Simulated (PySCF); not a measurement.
## Worked example for acrylamide: proton affinity at atom O5

Structure: `C=CC(N)=O` (C3H5NO). Atom numbers as in the mapped SMILES `[CH2:1]=[CH:2][C:3]([NH2:4])=[O:5]`.

These are calculated values, ωB97X-D3(BJ)/def2-TZVP in PySCF (grid level 2) at geometries from PBE0-D3(BJ)/def2-SVP. Thermal corrections: PBE0-D3(BJ)/def2-SVP frequencies, unscaled, ideal gas at 298.15 K and 1 bar, quasi-RRHO entropy.

Step: `C=CC(=[NH2+])O` → `C=CC(N)=O` + H⁺.

| species | charge | multiplicity | E / Eh |
| --- | --- | --- | --- |
| `C=CC(=[NH2+])O` | 1 | 1 | -247.824858 |
| `C=CC(N)=O` | 0 | 1 | -247.480136 |

Thermal terms, products less reactant: Δ(H − E) = -29.22 kJ/mol, Δ(G − E) = -62.80 kJ/mol (the bare proton has no electronic energy, H = 5/2 RT). 1 Eh = 2625.50 kJ/mol.

Q: What are ΔE, ΔH and ΔG of this step?

A: ΔE = 0.344722 Eh = 905.07 kJ/mol; ΔH = 875.9 kJ/mol; ΔG = 842.3 kJ/mol, all in the gas phase at 298.15 K and 1 bar. The digits show the arithmetic; the method itself can be off by 10 kJ/mol or more.
